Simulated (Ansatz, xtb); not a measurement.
**Relaxing a trial structure of BH3PSi+**

The starting geometry of this gas-phase singlet was built from a drawn formula by distance geometry; its bonds are those of `B1=[SiH][PH2+]1`.

```yaml
atoms:
  - { symbol: B, position_ang: [-1.9496, -0.4328, 0.0713] }
  - { symbol: P, position_ang: [-1.6746, -0.4614, 1.8890] }
  - { symbol: Si, position_ang: [-2.1479, 1.0802, 0.5007] }
  - { symbol: H, position_ang: [-2.4192, 2.4889, 0.1495] }
  - { symbol: H, position_ang: [-2.4201, -0.3185, 3.1033] }
  - { symbol: H, position_ang: [-0.3749, -0.9341, 2.0606] }
```

Problem. Predict what it relaxes into with r2SCAN-D4/def2-SVP.

Solution. A bond breaks, giving a structure given below by its coordinates. Distances that change by over a tenth: B1–Si3 (1.59 → 1.94 Å). Contacts that open: P2–Si3 (2.13 → 3.66 Å).

The energy falls by 1.97 eV over 23 steps:

```json
{"step": "1", "E − E(last) (eV)": "1.969"}
{"step": "3", "E − E(last) (eV)": "0.422"}
{"step": "6", "E − E(last) (eV)": "0.336"}
{"step": "8", "E − E(last) (eV)": "0.313"}
{"step": "11", "E − E(last) (eV)": "0.276"}
{"step": "13", "E − E(last) (eV)": "0.211"}
{"step": "16", "E − E(last) (eV)": "0.021"}
{"step": "18", "E − E(last) (eV)": "0.002"}
{"step": "21", "E − E(last) (eV)": "0.001"}
{"step": "23", "E − E(last) (eV)": "0.000"}
```

Final geometry (Å):

```xyz
6

B    -1.9198    0.4966    1.0505
P    -1.4506   -0.5493    2.4279
Si   -1.6772    1.7403   -0.4194
H    -3.0332    2.3861   -0.5344
H    -2.5330   -1.2144    3.0441
H    -0.3726   -1.4370    2.2057
```

From the same start GFN2-xTB reaches the same bonding as this run.

No frequencies were run, so the end isn't proven a minimum. Run with Ansatz 0.2.0, 19 s on 2 threads of Intel(R) Xeon(R) Platinum 8375C CPU @ 2.90GHz (Ice Lake), with other jobs on the host.
